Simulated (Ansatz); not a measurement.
**Nickel, fcc under r²SCAN: convergence with the Fermi-Dirac smearing**

A convergence test of the Fermi-Dirac smearing width. The geometry was relaxed under r²SCAN beforehand and stays fixed; 7 values are run, from 0.01 to 1.0 eV. Wanted are the values from which on the energy stays within 10 and 1 meV/atom, and the pressure within 0.5 GPa, of the narrowest run. Within the series other settings stay, but some runs also write fields, which adds to their time. The moments start as that relaxation left them.

Computed with Ansatz 0.2.0 (DFT r²SCAN, plane waves with PAW, scalar-relativistic, unless a step says otherwise).

### 1 The starting structure

Symmetry: Fm-3m, No. 225, cubic system. Conventional cell: a = 3.476 Å, b = 3.476 Å, c = 3.476 Å, α = 90.00°, β = 90.00°, γ = 90.00°. Ni (site symmetry m-3m) has 12 Ni at 2.46 Å as nearest neighbours.

Structure file:

```
CELL_PARAMETERS angstrom
0.00000 1.73807 1.73807
1.73807 0.00000 1.73807
1.73807 1.73807 0.00000
ATOMIC_POSITIONS crystal
Ni 0.00000 0.00000 0.00000
```

Starting moments (μB): +0.81.

### 2 With a width of 0.01 eV

The run at 0.01 eV.

Contents of input.yaml:

```yaml
crystal:
  lattice:
    - [0.0, 1.7380692641, 1.7380692641]
    - [1.7380692641, 0.0, 1.7380692641]
    - [1.7380692641, 1.7380692641, 0.0]
  atoms:
    - { symbol: Ni, position: [0.0, 0.0, 0.0], spin: 0.807 }
hamiltonian:
  xc: r2scan
  pseudopotentials:
    kind: paw
    azcp:
      Ni: "pseudopotentials/Ni.paw.azcp"
basis:
  ecutwfc: 500
  fft_grid_basis: typed
kpoints:
  mp_grid: { grid: [15, 15, 15], shift: [0, 0, 0] }
magnetization:
  spin_polarized: true
scf:
  occupations: { method: fermi_dirac, width: 0.01 }
  lower_state_search: "off"
output:
  stress: true
```

Started as:

```
> ansatz run input.yaml --threads 2 --pin off --max-ram 5120MiB --backend cpu --events-out ev --progress --plain --runs-dir out
```

### 3 With a width of 0.03 eV

The run at 0.03 eV.

Edit input.yaml of step 2 so:

```diff
@@ -21,3 +21,3 @@
 scf:
-  occupations: { method: fermi_dirac, width: 0.01 }
+  occupations: { method: fermi_dirac, width: 0.03 }
   lower_state_search: "off"
```

### 4 With a width of 0.1 eV

The run at 0.1 eV.

Edit input.yaml of step 3 so:

```diff
@@ -21,3 +21,3 @@
 scf:
-  occupations: { method: fermi_dirac, width: 0.03 }
+  occupations: { method: fermi_dirac, width: 0.1 }
   lower_state_search: "off"
@@ -25 +25,5 @@
   stress: true
+  write_density: true
+  write_potential: true
+  elf: true
+  volumetric_format: npy
```

### 5 With a width of 0.2 eV

The run at 0.2 eV.

Edit input.yaml of step 4 so:

```diff
@@ -21,3 +21,3 @@
 scf:
-  occupations: { method: fermi_dirac, width: 0.1 }
+  occupations: { method: fermi_dirac, width: 0.2 }
   lower_state_search: "off"
@@ -25,5 +25 @@
   stress: true
-  write_density: true
-  write_potential: true
-  elf: true
-  volumetric_format: npy
```

### 6 With a width of 0.3 eV

The run at 0.3 eV.

Edit input.yaml of step 5 so:

```diff
@@ -21,3 +21,3 @@
 scf:
-  occupations: { method: fermi_dirac, width: 0.2 }
+  occupations: { method: fermi_dirac, width: 0.3 }
   lower_state_search: "off"
```

### 7 With a width of 0.6 eV

The run at 0.6 eV.

Edit input.yaml of step 6 so:

```diff
@@ -21,3 +21,3 @@
 scf:
-  occupations: { method: fermi_dirac, width: 0.3 }
+  occupations: { method: fermi_dirac, width: 0.6 }
   lower_state_search: "off"
```

### 8 With a width of 1.0 eV

The run at 1.0 eV.

Edit input.yaml of step 7 so:

```diff
@@ -21,3 +21,3 @@
 scf:
-  occupations: { method: fermi_dirac, width: 0.6 }
+  occupations: { method: fermi_dirac, width: 1.0 }
   lower_state_search: "off"
@@ -25 +25,5 @@
   stress: true
+  write_density: true
+  write_potential: true
+  elf: true
+  volumetric_format: npy
```

(Steps that only read results are left out.)

**Question.** What will these runs give?

As calculated:

| quantity | value |
| --- | --- |
| E(σ → 0) stays within 10 meV/atom of 0.01 eV | up to 0.3 eV |
| E(σ → 0) stays within 1 meV/atom | up to 0.2 eV |
| pressure stays within 0.5 GPa | up to 0.1 eV |
| pressure at 0.01 eV | 0.05 GPa |
| energy of a separate run on a finer mesh (25×25×25) | +0.9 meV/atom from 0.01 eV |

What this shows: The far end, 1.0 eV, lies -258.3 meV/atom and +19.9 GPa from the yardstick. Over the range F shifts by -1823.3 meV/atom, while E(σ → 0) shifts by -258.3. With this scheme F falls about as the square of the width. The mesh (15×15×15) is fixed, so the narrowest widths carry a k-point error of their own. The largest moment goes from 0.79 μB at 0.01 eV to 0.00 μB at 1.0 eV. The yardstick itself is unsettled by 0.9 meV/atom against the finer mesh, so the thresholds above hold only within this series, and wider smearing, which averages over more states, can land nearer the fine-mesh value than the narrowest does. The cell taken over is 4 % smaller than the measured one (10.94 Å³/atom, COD).
